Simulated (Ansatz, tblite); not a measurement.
**PPPSb tetrahedron (SbP₃): charged states by level of theory**

An exercise on one series of results from a longer session: the logs are not shown, and one member is left open.

The runs use Ansatz 0.2.0, Gaussian basis; as each input shows.

Plan: charge +1 doublet, at the geometry of the singlet (PBE0-D4/def2-TZVP, PBE-D4/def2-TZVP, r2SCAN-D4/def2-TZVP, CCSD(T)/def2-TZVPP); the starting singlet's energies come from earlier runs.

2 further runs of the same task are left out: 2 set aside as unsound or not needed.

## The relaxed structure

The geometry is that of the singlet, from an earlier relaxation (PBE0-D4/def2-SVP).

4 atoms, charge 0, spin multiplicity 1.

Atoms are counted from 1 here; the program's logs count them from 0.

Bond lengths: P1–P2 2.217 Å, P1–P3 2.217 Å, P1–Sb4 2.525 Å, P2–P3 2.217 Å, P2–Sb4 2.525 Å, P3–Sb4 2.525 Å. Angles: P2–P1–P3 60.0°, P2–P1–Sb4 64.0°, P3–P1–Sb4 64.0°, P1–P2–P3 60.0°, P1–P2–Sb4 64.0°, P3–P2–Sb4 64.0°, P1–P3–P2 60.0°, P1–P3–Sb4 64.0°, P2–P3–Sb4 64.0°, P1–Sb4–P2 52.1°, P1–Sb4–P3 52.1°, P2–Sb4–P3 52.1°.

Sb takes a core potential in the def2 sets. No spin-orbit coupling is included.

The first run:

Input file in.yaml:

```yaml
crystal:
  periodic: [false, false, false]
  atoms:
    - {symbol: P, position_ang: [-0.399984, -0.651549, -1.161598]}
    - {symbol: P, position_ang: [-0.840037, 1.101559, 0.121441]}
    - {symbol: P, position_ang: [-0.342136, -0.850953, 1.045348]}
    - {symbol: Sb, position_ang: [1.582157, 0.400943, -0.005191]}
basis:
  gaussian: {orbitals: def2-SVP}
total_charge: 1
magnetization: {spin_polarized: true, initial_magnetization: 1}
hamiltonian: {xc: pbe0, dispersion: d4}
output: {orbitals: {seedname: orbitals}}
```

Run with:

```sh
> ansatz run in.yaml --threads 4 --pin off --events-out ev --progress --plain --max-ram 3916MiB
```

Among the steps run: Charge +1 doublet at the fixed geometry, first pass, PBE0-D4/def2-SVP; Charge +1 doublet at the fixed geometry, PBE0-D4/def2-TZVP; Charge +1 doublet at the fixed geometry, PBE-D4/def2-TZVP; Charge +1 doublet at the fixed geometry, r2SCAN-D4/def2-TZVP; Charge +1 doublet at the fixed geometry, CCSD(T)/def2-TZVPP.

One table of the session follows, with a row left open; its other results are not shown here.

It belongs to the step «Vertical ionisation energy». 

| method | vertical ionisation energy (eV) |
| --- | --- |
| HF/def2-TZVPP | 7.94 |
| PBE-D4/def2-TZVP | 8.77 |
| r2SCAN-D4/def2-TZVP | 8.86 |
| PBE0-D4/def2-TZVP | 8.85 |
| MP2/def2-TZVPP | ? |
| CCSD/def2-TZVPP | 8.79 |
| CCSD(T)/def2-TZVPP | 8.88 |

Estimate the missing values for MP2/def2-TZVPP.

The run gave: vertical ionisation energy (eV): 9.09. In the column «vertical ionisation energy (eV)» it is the highest.
